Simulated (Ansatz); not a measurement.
Tetradymite Bi2Te3, treated with PBE-D3(BJ) (plane waves, PAW; Ansatz, a first-principles code).

Run with plane-wave cutoff 500 eV, 10×10×10 k mesh, Fermi–Dirac smearing 0.05 eV, scalar-relativistic PAW data made under PBE.

Computed at the level's own relaxed cell.

Q: Give the computed volume per atom, lattice parameter a and c axis length.

A: 
volume per atom: 33.67 Å³/atom
lattice parameter a: 4.387 Å
c axis length: 30.306 Å

Measured, for comparison: lattice constant a 4.386 Å, lattice parameter c 30.497 Å (temperature not stated, not corrected to a static lattice; as tabulated in Luo et al. (2012), arXiv:1308.1523). Computed (rounded) less measured: lattice constant a 0.0 %, lattice parameter c -0.6 %. A static lattice is as a rule a little smaller and stiffer than an uncorrected measurement, which narrows the difference in the lattice parameter c and would widen misses of the other sign.

Spin–orbit coupling is not included; it can shift volumes and moduli of such heavy elements.

Computed values are for the static lattice.
